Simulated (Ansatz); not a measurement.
Two isomers of C6H12: A = `CC1CCCC1`, B = `C=C(C)CCC`.

Calculated with Ansatz (gas phase, PBE0-D4/def2-TZVP geometries, no zero-point term in ΔE). CCSD(T)/CBS is the MP2 limit (def2-TZVPP, def2-QZVPP) plus CCSD(T) − MP2 in def2-TZVPP, frozen cores. Functionals use def2-TZVPP. B3LYP here is the variant with VWN-RPA as its local correlation; programs differ in this. One conformer a species, not always the lowest.

A:

```xyz
18

C    -1.298    0.332    1.697
C    -0.191    0.396    0.666
C     0.614   -0.892    0.514
C     1.375   -0.720   -0.804
C     0.534    0.272   -1.642
C    -0.666    0.640   -0.764
H    -2.007   -0.465    1.452
H    -0.904    0.130    2.697
H    -1.857    1.270    1.744
H     0.504    1.203    0.937
H    -0.085   -1.734    0.444
H     1.271   -1.090    1.365
H     2.370   -0.308   -0.616
H     1.525   -1.672   -1.316
H     1.122    1.163   -1.876
H     0.224   -0.154   -2.598
H    -1.021    1.660   -0.930
H    -1.509   -0.031   -0.970
```

B:

```xyz
18

C    -1.727   -1.662    0.230
C    -0.773   -0.826    0.628
C    -0.808   -0.174    1.975
C     0.396   -0.492   -0.252
C     0.454    0.972   -0.682
C     1.624    1.254   -1.609
H    -2.572   -1.904    0.865
H    -1.692   -2.135   -0.746
H    -1.657   -0.522    2.565
H     0.111   -0.385    2.532
H    -0.879    0.915    1.888
H     0.368   -1.125   -1.144
H     1.327   -0.736    0.278
H     0.526    1.616    0.200
H    -0.487    1.233   -1.178
H     1.652    2.303   -1.911
H     1.561    0.648   -2.517
H     2.576    1.021   -1.123
```

Question: Which is lower in electronic energy at CCSD(T)/CBS, and by how much? (An estimate is asked.)

Answer: Ansatz gave: A, by 13.4 kcal/mol.

Question: Give E(B) − E(A) in kcal/mol with MP2/def2-TZVPP, B3LYP-D4, PBE0-D4, r2SCAN-D4, LDA (SPW92), BLYP-D4, CCSD(T)/def2-TZVPP. (Estimate.)

Answer: Ansatz gave: MP2/def2-TZVPP 15.7, B3LYP-D4 10.2, PBE0-D4 16.2, r2SCAN-D4 13.3, LDA (SPW92) 18.7, BLYP-D4 7.7, CCSD(T)/def2-TZVPP 13.7. None reverses the order clearly.

Largest T1 diagnostic: 0.009.

At CCSD(T), def2-SVP lies +1.2 kcal/mol from the extrapolated value and def2-TZVPP +0.3 kcal/mol. Leaving LDA and LC-ωPBE aside and taking each functional with its dispersion term where it has one, the values, not all of them listed here, spread over 10.0 kcal/mol, from BLYP-D4 to PBE-QIDH. LDA lies +5.9 kcal/mol from PBE without D4.
